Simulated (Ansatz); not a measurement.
Born–Oppenheimer molecular dynamics of C$_{2}$H$_{4}$Na (7 atoms, charge 1, multiplicity 1). It starts at the highest image of a converged band, a first-order saddle point between two minima.

Theory: RKS BHLYP-D4/6-31G* in Ansatz.

* ensemble: NVE (velocity Verlet)
* time step: 0.5 fs
* steps asked: 200
* starting velocities drawn for: 100 K
* seed: 9836

First frame:

```xyz
7
Properties=species:S:1:pos:R:3
C -0.626 0.243 -0.506
C 0.569 -0.033 0.127
Na 1.572 -2.037 1.018
H -1.413 -0.499 -0.561
H -0.846 1.185 -0.999
H -0.458 0.288 0.809
H 1.202 0.853 0.111
```

(1) How far do the bonds stretch over the last three quarters of this one trajectory? (Pairs bonded in most of those frames.)

Answers

(1) 
| bond | mean (Å) | spread (Å) | shortest | longest |
| --- | --- | --- | --- | --- |
| C1–C2 | 1.430 | 0.032 | 1.38 | 1.48 |
| C1–H4 | 1.086 | 0.007 | 1.07 | 1.10 |
| C1–H5 | 1.087 | 0.007 | 1.07 | 1.10 |
| C1–H6 | 1.158 | 0.064 | 1.08 | 1.32 |
| C2–Na3 | 2.452 | 0.055 | 2.40 | 2.55 |
| C2–H7 | 1.093 | 0.006 | 1.08 | 1.11 |

Mean temperature of the second half: 168 K. The conserved energy stayed within 0.038 meV per atom of its start (net change 0.007 meV per atom), so the integration is sound. The system heated up, since it started high on the potential surface and ran downhill. A run of 0.1 ps of so small a system gives no equilibrium averages. The orbitals stay closed-shell, which can raise the energy where a bond breaks towards radicals; this wasn't checked here. Limits of this set-up: the dipole of an ion depends on the origin.

Run time: 11 min on 1 thread of Arm Neoverse N1, on a shared host, peak memory 0.1 GiB.
